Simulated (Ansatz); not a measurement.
Calculation: PBE0-D3(BJ)/def2-TZVP run with Ansatz (a first-principles code). No frequencies were computed at this level.

Ansatz 0.2 input:
```yaml
crystal:
  periodic: [false, false, false]
  atoms:
    - { symbol: C, position_ang: [-0.652382, -0.061487, -0.061908] }
    - { symbol: C, position_ang: [0.652382, 0.061488, 0.061916] }
    - { symbol: H, position_ang: [-1.138509, -1.023464, -0.056133] }
    - { symbol: H, position_ang: [-1.298491, 0.793774, -0.17515] }
    - { symbol: H, position_ang: [1.298491, -0.793774, 0.175147] }
    - { symbol: H, position_ang: [1.138509, 1.023465, 0.056129] }
basis:
  gaussian: { orbitals: def2-tzvp }
hamiltonian:
  xc: pbe0
  dispersion: d3bj
relax:
  max_steps: 150
```

Output:

```
Functional definition: PBE0
536 factors; their error is unknown
mean field evaluation 1: about -2131.4897 eV, gradient 4.6e1 eV
mean field evaluation 2: about -2130.8199 eV, gradient 4.7e1 eV
mean field evaluation 4: about -2136.4268 eV, gradient 2.5e-1 eV
mean field evaluation 8: about -2136.4211 eV, gradient 2.6e-3 eV
mean field -2136.42112261 eV, -78.5120281377 hartree, gradient 1.4e-6 eV, S^2 0.000000; 0 other end points of the search recorded, 0 dependent functions left out
reference -2136.42114383 eV, -78.5120289176 hartree; 8, 8 occupied and 78, 78 virtual orbitals, 536 factors
relax step   1: F+E_penalty+E_count = -2136.47293611 eV  Δ(F+E_penalty+E_count) = +0.000e0 eV  max|allowed force component| = 2.465e-1 eV/Å  Δτ_max = 0.0000 Å  (26 SCF iters, accepted)
these checks for a lower state are left out or cut short: starts, cluster_reference, orbital_swaps, neighbouring_geometries, increment
536 factors; their error is unknown
mean field evaluation 16: about -2136.4311 eV, gradient 6.6e-1 eV
mean field -2136.42602877 eV, -78.5122084356 hartree, gradient 6.7e-6 eV, S^2 0.000000; 0 other end points of the search recorded, 0 dependent functions left out
reference -2136.42605005 eV, -78.5122092179 hartree; 8, 8 occupied and 78, 78 virtual orbitals, 536 factors
relax step   2: F+E_penalty+E_count = -2136.47780605 eV  Δ(F+E_penalty+E_count) = -4.870e-3 eV  max|allowed force component| = 6.649e-2 eV/Å  Δτ_max = 0.0065 Å  (28 SCF iters, accepted)
these checks for a lower state are left out or cut short: starts, cluster_reference, orbital_swaps, neighbouring_geometries, increment
536 factors; their error is unknown
mean field -2136.42645625 eV, -78.5122241453 hartree, gradient 6.7e-6 eV, S^2 0.000000; 0 other end points of the search recorded, 0 dependent functions left out
reference -2136.42647756 eV, -78.5122249284 hartree; 8, 8 occupied and 78, 78 virtual orbitals, 536 factors
relax step   3: F+E_penalty+E_count = -2136.47822708 eV  Δ(F+E_penalty+E_count) = -4.210e-4 eV  max|allowed force component| = 1.925e-2 eV/Å  Δτ_max = 0.0028 Å  (28 SCF iters, accepted)
these checks for a lower state are left out or cut short: starts, cluster_reference, orbital_swaps, neighbouring_geometries, increment
536 factors; their error is unknown
mean field evaluation 32: about -2136.4321 eV, gradient 3.8e-1 eV
mean field -2136.42645756 eV, -78.5122241935 hartree, gradient 6.8e-6 eV, S^2 0.000000; 0 other end points of the search recorded, 0 dependent functions left out
reference -2136.42647886 eV, -78.5122249764 hartree; 8, 8 occupied and 78, 78 virtual orbitals, 536 factors
relax step   4: F+E_penalty+E_count = -2136.47823254 eV  Δ(F+E_penalty+E_count) = -5.468e-6 eV  max|allowed force component| = 3.596e-2 eV/Å  Δτ_max = 0.0010 Å  (28 SCF iters, accepted)
these checks for a lower state are left out or cut short: starts, cluster_reference, orbital_swaps, neighbouring_geometries, increment
536 factors; their error is unknown
mean field -2136.42646760 eV, -78.5122245625 hartree, gradient 6.8e-6 eV, S^2 0.000000; 0 other end points of the search recorded, 0 dependent functions left out
reference -2136.42648891 eV, -78.5122253455 hartree; 8, 8 occupied and 78, 78 virtual orbitals, 536 factors
relax step   5: F+E_penalty+E_count = -2136.47824235 eV  Δ(F+E_penalty+E_count) = -9.804e-6 eV  max|allowed force component| = 2.118e-3 eV/Å  Δτ_max = 0.0003 Å  (28 SCF iters, accepted)
536 factors; their error is unknown
mean field evaluation 64: about -2136.4265 eV, gradient 6.8e-4 eV
mean field -2136.42646760 eV, -78.5122245625 hartree, gradient 6.8e-6 eV, S^2 0.000000; 1 other end points of the search recorded, 0 dependent functions left out
reference -2136.42648891 eV, -78.5122253455 hartree; 8, 8 occupied and 78, 78 virtual orbitals, 536 factors
Total energy: -2136.47826366 eV, -78.5141280324 hartree
Atom 0 at    -0.655618    -0.061797    -0.062297 Å, force    -0.002118    -0.000153     0.000512 eV/Å
Atom 1 at     0.655634     0.061789     0.062143 Å, force     0.001977     0.000233     0.000900 eV/Å
Atom 2 at    -1.139187    -1.032678    -0.055638 Å, force    -0.000146     0.000366    -0.000393 eV/Å
Atom 3 at    -1.300767     0.802715    -0.175844 Å, force    -0.000076    -0.000434    -0.000341 eV/Å
Atom 4 at     1.300759    -0.802710     0.175922 Å, force     0.000146     0.000394    -0.000365 eV/Å
Atom 5 at     1.139178     1.032684     0.055715 Å, force     0.000217    -0.000406    -0.000313 eV/Å
Dipole moment:    -0.000007     0.000004     0.000070 e Å
```

Cost: roughly 2.9 core-seconds.
